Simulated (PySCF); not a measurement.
**Relative stability**

The two ends of one reaction step of CH5AlO, closed shell (PBE0-D4/def2-TZVP).

A:

```xyz
8
angstrom
Al -0.8132 -0.1603 0.3425
C 0.8581 0.7404 -0.0968
O -1.1642 -1.7333 -0.1970
H -0.5712 -2.2533 -0.7362
H -1.9504 0.4982 1.2218
H 1.4021 1.0109 0.8146
H 0.6637 1.6784 -0.6279
H 1.5265 0.1383 -0.7173
```

B:

Al1  (-1.585, -0.091, 0.779)
C2  (0.990, 0.062, -0.491)
O3  (-2.058, -1.548, 0.332)
H4  (0.304, -0.795, -0.537)
H5  (-1.326, 1.354, 1.331)
H6  (1.304, 0.265, 0.534)
H7  (0.539, 0.955, -0.927)
H8  (1.869, -0.204, -1.078)
(Å)

PySCF 2.14 with density fitting (its default auxiliary sets; JK sets also for MP2 and CCSD(T)); basis: def2-TZVPP; cores frozen in the correlated methods. B3LYP uses VWN-RPA correlation.

(1) Which structure is lower at CCSD(T), and by how much? (An estimate is asked for; the value comes from the calculation.)

No T1 diagnostic of these runs exceeds 0.023.

## Answers

(1) Computed: A, by 2.225 eV (electronic energy, against the other). By their contacts, A is CH₅AlO ([CH3][AlH][OH]) and B is a complex of AlHO ([O][AlH]) + CH₄.

All methods give the same order:

| method | E(B) − E(A) (eV) |
| --- | --- |
| SPW92 | 2.194 |
| PBE-D4 | 2.006 |
| r2SCAN-D4 | 2.209 |
| PBE0-D4 | 2.315 |
| B3LYP-D4 | 2.157 |
| BHLYP-D4 | 2.469 |
| wB97M-V | 2.298 |
| HF | 2.732 |
| MP2 | 2.134 |
| CCSD | 2.355 |
| CCSD(T) | 2.225 |

Labels in which every atom is bracketed show which atoms are joined, not bond orders.

For scale, one of the runs: CCSD(T)/def2-TZVPP, 174 basis functions, launched by `OMP_NUM_THREADS=4 python run.py`. The run took 2.9 min on 4 CPU threads of an Arm Neoverse V2 (shared host), with 1.4 GiB of host memory at its peak.
